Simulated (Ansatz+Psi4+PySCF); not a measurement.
singlet H2O in separate pieces: levels of theory in one basis

| atom | x (Å) | y (Å) | z (Å) |
| --- | --- | --- | --- |
| O | 0.0000 | 0.0000 | 0.1193 |
| H | 0.0000 | 2.2897 | -1.6697 |
| H | 0.0000 | -0.7632 | -0.4770 |

Basis set: cc-pVTZ (spherical functions). Frozen core: 1 orbital. Charge 0, multiplicity 1.

Computed with Ansatz (development build ahead of 0.2.0) and Psi4 1.11; each method stands on the lowest determinant of its kind that the runs found.

| method | E − E(RHF) (eV) | <S²> of the determinant |
| --- | --- | --- |
| RHF | 0.00 | 0.00 |
| UHF | -5.55 | 1.00 |
| RHF-MP2 | -10.04 | – |
| UHF-MP2 | -11.00 | 1.00 |
| RHF-CCSD | -10.70 | – |
| RHF-CCSD(T) | -11.83 | – |
| UHF-CCSD(T) | -11.51 | 1.00 |

(1) What does UHF-CCSD give on the same scale?

(2) Is a single determinant a sound starting point here?

Results:

(1) -11.37 eV.

(2) It is doubtful. Unrestricted orbitals lower Hartree–Fock by 5.55 eV and <S²> is 1.00 where a pure state has 0.00, a sign of strong static correlation.

Caution for RHF, RHF-MP2, RHF-CCSD, RHF-CCSD(T): an unrestricted determinant lies well below. Caution for UHF, UHF-MP2, UHF-CCSD, UHF-CCSD(T): the unrestricted determinant is a mixture of spin states. Caution for RHF-MP2: large amplitudes, a single reference is doubtful. Caution for UHF-MP2, UHF-CCSD, UHF-CCSD(T): a plain start can end on a higher determinant. Caution for RHF-CCSD, RHF-CCSD(T): very large amplitudes, the method is breaking down; the program doubts this total.
